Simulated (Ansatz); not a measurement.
Gas-phase reaction in SMILES: CCOC=O + 2 C (CH4) + O (H2O) → C=O (CH2O) + CC (C2H6) [ethane] + 2 CO (CH4O) [methanol]

Wanted: bond separation energy (enthalpy at 298 K), in kcal/mol. Set-up: no spin-orbit coupling; LANL2DZ all-electron up to Ne; 6-311+G** with 5d; 6-31G* and kin with 6d, 5d where marked; frozen cores in correlated levels; dispersion terms only where a functional's name holds one; non-relativistic. Basis-set limits of correlation are two-point, X^-3; Hartree-Fock from the larger set. [CCSD(T)-MP2]/basis is that difference in the basis named. Ab initio and DFT rows: single points at B3LYP-D3(BJ) geometries (Ansatz, a first-principles code), with unscaled harmonic terms from B3LYP/6-31G* (Ansatz) at its own minima.

Coupled cluster (Ansatz) is a level with limits of its own, used here on species with T1 under 0.025 (0.045 for open shells) and stable references: RI-MP2/CBS(cc-pVTZ,cc-pVQZ)+[CCSD(T)-MP2]/cc-pVTZ.

Value to compare with, RI-MP2/CBS(cc-pVTZ,cc-pVQZ)+[CCSD(T)-MP2]/cc-pVTZ (Ansatz): 43.9 kcal/mol.

| level | program | bond separation energy (enthalpy at 298 K) (kcal/mol) | difference |
|---|---|---|---|
| B3LYP/STO-3G | Ansatz | 35.3 | -8.6 |
| B3LYP/3-21G | Ansatz | 45.0 | 1.1 |
| B3LYP/LANL2DZ | Ansatz | 41.3 | -2.6 |
| B3LYP/6-31G | Ansatz | 42.6 | -1.3 |
| B3LYP/6-31G* | Ansatz | 43.4 | -0.5 |
| B3LYP/6-31+G* | Ansatz | 42.2 | -1.7 |
| B3LYP/6-31G** | Ansatz | 43.4 | -0.5 |
| B3LYP/def2-SVP | Ansatz | 42.9 | -1.0 |
| B3LYP/cc-pVDZ | Ansatz | 42.3 | -1.6 |
| B3LYP/6-311+G** | Ansatz | 42.2 | -1.7 |
| B3LYP/def2-TZVPD | Ansatz | 42.2 | -1.7 |

Among the 10 habitual levels, B3LYP/STO-3G lies farthest from RI-MP2/CBS(cc-pVTZ,cc-pVQZ)+[CCSD(T)-MP2]/cc-pVTZ (Ansatz) (-8.6 kcal/mol); 1 of 10 lie above it, and their mean absolute difference is 2.1 kcal/mol, the median 1.5. One case shows no general order.

The sets are all those run for this method; left out are runs that failed, that the program found above a lower state of the same kind, or whose <S^2> lies over 0.5 above the pure value.
